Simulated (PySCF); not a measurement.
Species: C₂H₇OP.
Atom-mapped SMILES: `[CH3:1][PH:2]([CH3:3])=[O:4]` (hydrogens: H5, H6, H7 on C1; H8 on P2; H9, H10, H11 on C3)

The closed-shell ground state was solved at several levels (PySCF, density fitting, gas phase, non-relativistic). Isolated species at its PBE0-D3(BJ)/def2-SVP geometry, gas phase.

```
             level  basis functions  HOMO (eV)  LUMO (eV)  gap (eV)  dipole (D)
    B97-2/pcSseg-2              249      -7.46       0.35      7.81        4.38
  LC-wPBE/pcSseg-2              249     -10.51       2.11     12.62        4.56
       PBE0/6-31G*               74      -7.40       2.04      9.44        4.19
  wB97X-D/pcSseg-2              249      -9.65       2.00     11.65        4.47
BHandHLYP/pcSseg-2              249      -9.17       0.79      9.96        4.62
     PBE0/def2-SVP               95      -7.40       1.42      8.82        4.07
CAM-B3LYP/pcSseg-2              249      -9.19       0.96     10.15        4.51
PBE0/6-311+G(2d,p)              158      -7.75      -0.06      7.69        4.41
    PBE0/def2-TZVP              172      -7.71       0.86      8.57        4.26
        PBE0/6-31G               54      -7.19       2.07      9.26        4.82
```

Task: What might PBE0/STO-3G (31 basis functions) give for the same quantities?

Result: HOMO -2.39 eV, LUMO 7.60 eV, gap 9.99 eV, dipole 2.93 D.

Task: Over all these levels, which gives the widest orbital gap and which the narrowest?

Result: LC-wPBE/pcSseg-2 (range-separated hybrid) has the widest, 12.62 eV, and PBE0/6-311+G(2d,p) (global hybrid, 25 % exact exchange) the narrowest, 7.69 eV. Functional and basis both differ between the two, so the spread mixes both effects.

Task: How much does the basis alone move the frontier levels among the 6 PBE0 rows (the withheld one included)?

Result: The HOMO by 5.36 eV and the LUMO by 7.66 eV. By rising basis size (HOMO, LUMO in eV): STO-3G -2.39, 7.60; 6-31G -7.19, 2.07; 6-31G* -7.40, 2.04; def2-SVP -7.40, 1.42; 6-311+G(2d,p) -7.75, -0.06; def2-TZVP -7.71, 0.86.

Task: How far do the dipole and the HOMO energy spread over the levels?

Result: The dipole runs from 2.93 to 4.82 D (mean 4.29 D) and the HOMO from -10.51 to -2.39 eV.
